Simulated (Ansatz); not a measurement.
C3H6N2 can be A, `CN1C=NC1`, or B, `CNC1C=N1`.

Computed with Ansatz on PBE0-D4/def2-TZVP structures; ΔE is electronic, products minus reactants. CCSD(T)/CBS adds triple-zeta CCSD(T) − MP2 to the extrapolated MP2 energy (def2 sets, frozen cores). Functionals use def2-TZVPP. B3LYP here is the variant with VWN-RPA as its local correlation; programs differ in this. Each species was taken in one conformer, which may not be the lowest.

Question: Which isomer does CCSD(T)/CBS put lower? Give the gap. (Best estimate.)

Answer: Ansatz gave: A, by 50.4 kJ/mol.

Question: Give E(B) − E(A) in kJ/mol with HF/def2-TZVPP, B3LYP, r2SCAN-D4, B3LYP-D4, PBE-D4, B2PLYP, PBE0-D4. (An estimate is asked.)

Answer: Ansatz gave: HF/def2-TZVPP 53.5, B3LYP 51.1, r2SCAN-D4 53.6, B3LYP-D4 52.4, PBE-D4 56.0, B2PLYP 50.8, PBE0-D4 57.6. None reverses the order clearly.

Largest T1 diagnostic: 0.013.
